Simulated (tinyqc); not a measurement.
RHF in the sto-3g basis, for H2O, spin multiplicity 1, step by step. One step of it, computed by the program tinyqc.

Problem. Orthogonalisation. S = U s U^T; symmetric (Loewdin) form X = U s^(-1/2) U^T, so that X^T S X = 1.

overlap S, lower triangle:
```
           1O 1s     1O 2s    1O 2px     1O 2py    1O 2pz     2H 1s     3H 1s
1O 1s   1.000000
1O 2s   0.236704  1.000000
1O 2px  0.000000  0.000000  1.000000
1O 2py  0.000000  0.000000  0.000000   1.000000
1O 2pz  0.000000  0.000000  0.000000   0.000000  1.000000
2H 1s   0.063683  0.521871  0.000000   0.302877  0.285973  1.000000
3H 1s   0.063683  0.521871  0.000000  -0.302877  0.285973  0.343654  1.000000
```

Give: eigenvalues of S; X.

Solution.

eigenvalues of S: 0.2966  0.3667  0.8780  1.0000  1.0999  1.2897  2.0692

X, lower triangle:
```
          1O 1s    1O 2s  1O 2px   1O 2py   1O 2pz    2H 1s   3H 1s
1O 1s    1.0244
1O 2s   -0.1467   1.3060
1O 2px   0.0000   0.0000  1.0000
1O 2py   0.0000   0.0000  0.0000   1.1225
1O 2pz  -0.0129   0.1527  0.0000   0.0000   1.0821
2H 1s    0.0227  -0.3370  0.0000  -0.2530  -0.1817   1.2746
3H 1s    0.0227  -0.3370  0.0000   0.2530  -0.1817  -0.1350  1.2746
```
